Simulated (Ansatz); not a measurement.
## Structure relaxation of Au

These are results of DFT r2SCAN, scalar-relativistic, plane waves, PAW (Ansatz), not measurements. Cutoff 500 eV, Γ-centred k mesh, Gaussian smearing, no spin polarisation in the final step.

The start puts Au on the graphite structure type (P6_3/mmc, No. 194), at a guessed volume.

```
Au
1.0
     3.21304    0.00000    0.00000
    -1.60652    2.78258    0.00000
     0.00000    0.00000    8.75097
Au
4
Direct
  0.00000 0.00000 0.25000
  0.00000 0.00000 0.75000
  0.33333 0.66667 0.75000
  0.66667 0.33333 0.25000
```

Cell and atoms relax at zero pressure; the relaxation can't lower the symmetry of the start. After a coarse first stage the cell is made exact in the group found at 0.06 Å.

Energies count from the standard state of Au at the same level.

Describe the relaxed structure.

It keeps P6_3/mmc (No. 194), but not the shape of the type it started on. Conventional cell: a = 4.573 Å, c = 5.194 Å. Around Au on Wyckoff site b (2 atoms of the primitive cell) lie 5 Au at 2.60–2.64 Å; Au on Wyckoff site d (2 atoms of the primitive cell) has 3 Au at 2.64 Å.

```cif
data_structure
_symmetry_space_group_name_H-M 'P6_3/mmc'
_symmetry_Int_Tables_number 194
_cell_length_a 4.5725
_cell_length_b 4.5725
_cell_length_c 5.1942
_cell_angle_alpha 90.000
_cell_angle_beta 90.000
_cell_angle_gamma 120.000
_cell_volume 94.05
loop_
_atom_site_label
_atom_site_type_symbol
_atom_site_symmetry_multiplicity
_atom_site_Wyckoff_symbol
_atom_site_fract_x
_atom_site_fract_y
_atom_site_fract_z
_atom_site_occupancy
Au1 Au 2 b 0.00000 0.00000 0.25000 1
Au2 Au 2 d 0.33333 0.66667 0.75000 1
```

What are its volume, energy, density and gap?

The volume per atom is 23.51 Å³, the density is 13.91 g/cm³ and the energy over the standard structure is 0.58 eV/atom. The gap on the 12×12×10 mesh is 0 eV (a metal).

The final run used a 12×12×10 mesh on its 4-atom cell and 0.10 eV smearing. The k mesh leaves about 4 meV/atom of noise in metals. Spin–orbit coupling is left out. A structure relaxed within its symmetry needn't be a true minimum. The steps took of the order of 3 core-minutes in all.